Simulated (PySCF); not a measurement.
Ionisation energy of B by level of theory

B [He] 2s2 2p1 (2P) → B⁺ [He] 2s2 (1S), as a difference of total energies. Computed with PySCF 2.14 in aug-cc-pVTZ (5s4p3d2f, 46 functions), with no relativity, point nucleus. Correlated levels: valence: 1s2 frozen. The calculations carry no spin-orbit coupling.

| method | ionisation energy (eV) |
| --- | --- |
| UHF | 8.037 |
| MP2 (valence) | 8.266 |
| SCS-MP2 (valence) | 8.235 |
| CCSD (valence) | 8.176 |
| CCSD(T) (valence) | 8.213 |
| CCSDT (valence) | 8.225 |

**Question.** How much does correlation contribute at CCSD(T) (valence)?

**Answer.** 8.213 − (8.037) = 0.176 eV, measured against UHF.

Errors of the correlated levels include the incompleteness of this basis and the frozen core.

For comparison: 8.297 eV (measured; NIST levels, between the centres of gravity of the two terms).
